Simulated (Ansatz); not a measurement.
Gas-phase electronic energies from Ansatz, PBE0-D4/def2-TZVP geometries. CCSD(T)/CBS adds triple-zeta CCSD(T) − MP2 to the extrapolated MP2 energy (def2 sets, frozen cores). This one scheme is used for every species. One conformer a species, not always the lowest.

`SC1NCO1` + H–F → `FC1NCO1` + H₂S  (substitution at a C–S bond)

```csv
species,CCSD(T)/CBS(def2) energy (Eh)
`SC1NCO1`,-606.70134
H–F,-100.39570
`FC1NCO1`,-308.12770
H₂S,-398.97279
```

**Question.** Work out ΔE.

**Answer.** ΔE = (-308.12770) + (-398.97279) − (-606.70134) − (-100.39570) = -0.00345 Eh = -2.2 kcal/mol.

Largest T1 diagnostic among the species: 0.012.

In def2-TZVPP, CCSD(T) changes the Hartree–Fock value by +6.4 kcal/mol (the triples alone add +1.1 kcal/mol) and MP2 by +9.1 kcal/mol. The D4 term adds +2.2 kcal/mol with B3LYP and +1.2 kcal/mol with PBE0; it sums over pairs of atoms, weighted by their polarisabilities, and B3LYP, whose exchange is more repulsive, gets the larger term.

B3LYP here is the variant with VWN-RPA as its local correlation; programs differ in this.
